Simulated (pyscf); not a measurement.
Single points on ωB97X-D3(BJ)/def2-SVP structures (PySCF, gas phase). Correlated levels are frozen-core, on RHF or UHF. ΔMP2 is the change of the MP2 total energy from the triple- to the quadruple-zeta basis.

Task: `[ClH]` + `[Cl][Sn][Cl]` [singlet] → `[Cl][SnH]([Cl])[Cl]`
Surface: singlet. Broken: Cl–H. Formed: Cl–Sn, H–Sn. Give ΔE‡ and ΔE from CCSD(T)/def2-TZVPP, relative to the separated reactants.

Result: ΔE‡ = 35.3 kcal/mol, ΔE = -10.4 kcal/mol. CCSD(T)/def2-TZVPP + ΔMP2(QZVPP) gives 34.2 kcal/mol and -10.5 kcal/mol. Zero-point energy shifts the barrier by -0.5 kcal/mol. It is an insertion, with an imaginary mode of 1258i cm⁻¹. On the reactant side the descent ends in a complex (not fully relaxed), 5.9 kcal/mol under the separated species and 40.0 kcal/mol under the saddle at ωB97X-D3(BJ)/def2-TZVP. One saddle was located; it need not be the lowest between these sides. The CCSD(T) − MP2 part came from Ansatz, without density fitting, on the same reference. The frozen core leaves the outer d or s,p core shells of the metals and heavy elements correlated in the MP2 and CC values, and def2-TZVPP describes them poorly, which can shift differences by a few kcal/mol. Elements past Kr carry the def2 core potentials, without spin-orbit coupling.
